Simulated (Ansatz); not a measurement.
Ideal-gas functions of C3H4S, SMILES `CC=C=S` at 800 K and 1 bar, from an Ansatz frequency run at PBE0-D4/def2-TZVP.

Molar mass 72.13 g/mol, point group Cs (symmetry number 1), electronic degeneracy 1, moments of inertia 13.983, 186.21, 197.051 u Å². Harmonic wavenumbers (cm⁻¹, unscaled): 147, 174, 401, 561, 629, 794, 1012, 1043, 1102, 1279, 1399, 1474, 1485, 1871, 3045, 3104, 3146, 3164.

Use S(trans) = R[1.5 ln M + 2.5 ln T − 1.1517]; rotational temperatures θ = 24.2544 K / I; S(rot) = R[ln(√π/σ · √(T³/θAθBθC)) + 1.5]; for each mode x = 1.438777 ν̃/T, S = R[x/(eˣ − 1) − ln(1 − e⁻ˣ)] and H = RT x/(eˣ − 1); 1 cm⁻¹ = 0.0119627 kJ/mol; R = 8.31446 J/(mol·K).

Task: By hand: the entropy, in J/(mol·K).

Result: Translation 182.7. Rotation: θ = 1.7346, 0.1303, 0.1231 K, giving 115.5. Vibration, mode by mode: 19.40, 18.01, 11.21, 8.58, 7.72, 6.02, 4.40, 4.21, 3.87, 3.01, 2.54, 2.28, 2.25, 1.29, 0.23, 0.21, 0.19, 0.19, in all 95.6. Electronic 0.0. Sum 393.8 J/(mol·K).

Task: By hand: H − E and G − E in kJ/mol, counted from the electronic energy.

Result: Zero-point energy ½ × 25830 × 0.0119627 = 154.5; thermal vibration 40.3; translation, rotation and pV give 4 RT = 26.6. H − E = 221.4 kJ/mol, and G − E = 221.4 − 800 × 393.8/1000 = -93.6 kJ/mol.

Vibration gives 24 % of the entropy, 19.4 J/(mol·K) of it from the mode under 150 cm⁻¹: soft modes count most, and the harmonic formula is weakest for them.
